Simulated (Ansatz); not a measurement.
**How close CCSD(T) comes to the exact answer in a basis**

Each species is computed at the geometry given (Å), with frozen cores, in Ansatz 0.2.0: RHF-CCSD(T) for singlets, UHF-CCSD(T) otherwise, and full CI in the same basis. The program picks the determinant by trial CCSD, so it needn't be the lowest Hartree–Fock solution. States: HMgNa singlet Σ⁺ or Δ, CS⁺ quartet Π, LiS⁺ triplet Σ⁻ or Δ. Cases whose determinant has another symmetry than full CI's state, or whose (Q) step broke down, weren't drawn.

Task: Judging by size, spin and bonding, rank them by the size of CCSD(T)'s error in total energy against full CI in the same basis, smallest first (an estimate).
A. LiS⁺, triplet, cc-pVDZ: S 0.000 0.000 0.000; Li 0.000 0.000 2.449
B. CS⁺, quartet, 6-31G: C 0.000 0.000 0.000; S 0.000 0.000 2.275
C. HMgNa, singlet, cc-pVTZ: Na 0.000 0.000 3.834; Mg 0.000 0.000 -1.044; H 0.000 0.000 -2.791

Result: A (12.7 meV), C (17.1 meV), B (40.4 meV).

| species | basis | correlated electrons | CCSD(T) − full CI (meV) | CCSDT(Q) − full CI (meV) | unpaired electrons (full CI) | T1 | ⟨S²⟩ of the determinant |
| --- | --- | --- | --- | --- | --- | --- | --- |
| LiS⁺, triplet | cc-pVDZ | 6 | 12.7 | 0.1 | 2.02 | 0.009 | 2.01 |
| HMgNa, singlet | cc-pVTZ | 4 | 17.1 | 0.7 | 0.58 | 0.049 | 0.00 |
| CS⁺, quartet | 6-31G | 9 | 40.4 | -1.6 | 3.18 | 0.053 | 4.00 |

Unpaired electrons are Σ n²(2−n)² over natural occupations; an open shell counts its own unpaired electrons too. Frozen cores follow each run's orbitals, which moves totals by a few meV.
